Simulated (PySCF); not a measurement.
## Orbital picture of SiP⁺

PBE0 at R = 2.221 Å; Si def2-TZVP, P def2-TZVP; no relativity (PySCF 2.14). State: ³Π (triplet), unpaired electrons σ ↑, π ↑, a second solution, started from another occupation. Only the outer orbitals are listed, counted within each symmetry.

```
spin  orbital  occ.  ε (eV)  on Si (%)           main shells (%)
   α       7σ     1  -24.33         23           73 P s, 17 Si s
   α       8σ     1  -19.12         64   63 Si s, 22 P s, 14 P p
   α       9σ     1  -14.84         52  45 P p, 40 Si p, 12 Si s
   α       3π     1  -14.33         25           74 P p, 22 Si p
   α       3π     1  -13.49         28           71 P p, 25 Si p
   α       4π     0   -9.46         76           75 Si p, 22 P p
   α       4π     0   -8.90         74           72 Si p, 24 P p
   α      10σ     0   -5.89         71  54 Si p, 26 P p, 12 Si d
   β       7σ     1  -22.48         32           64 P s, 26 Si s
   β       8σ     1  -17.66         63           62 Si s, 29 P s
   β       3π     1  -12.97         43           56 P p, 40 Si p
   β       9σ     0  -11.31         49   47 P p, 40 Si p, 9 Si s
   β       3π     0  -10.70         50           49 P p, 47 Si p
   β       4π     0   -8.59         59           58 Si p, 40 P p
```

Which are the highest filled and the lowest empty level, where do they sit, and how wide is the gap?

Highest filled β 3π at -12.97 eV (in %: 56 P p, 40 Si p); lowest empty β 9σ at -11.31 eV (in %: 47 P p, 40 Si p, 9 Si s); the gap at PBE0 is 1.66 eV.

The bond order (Mayer) is 2.05. The ⟨S²⟩ is 2.035. The charge on Si (Mulliken, basis-dependent) is 0.70, the charge on Si (Löwdin, basis-dependent) is 0.54 and the dipole moment (positive dipole points towards P; it is taken about the centre of mass and depends on that origin) is -2.16 D.
